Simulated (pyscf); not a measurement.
PySCF, gas phase, ωB97X-D3(BJ)/def2-SVP geometries.

What is the homolytic dissociation enthalpy (298 K, ωB97M-D3(BJ)/def2-TZVP) of the H–W bond of HN=WH(F)(F)–F, to [HN=W(F)(F)–F]• + H•?

H–W to [HN=W(F)(F)–F]• + H•: 65.3 kcal/mol. The 7 functionals that were run give +61.8 (M06-2X) to +66.9 kcal/mol (B3LYP-D3(BJ)). The radicals are drawn with the spin at the cut bond; how far it spreads was not checked. Other isomers of [HN=W(F)(F)–F]• were not searched in full and may lie lower. Open-shell species with a d-block atom are single-reference here; other states, and whether the spin sits on metal or ligand, were not checked. Elements past Kr carry the def2 core potentials, without spin-orbit coupling.
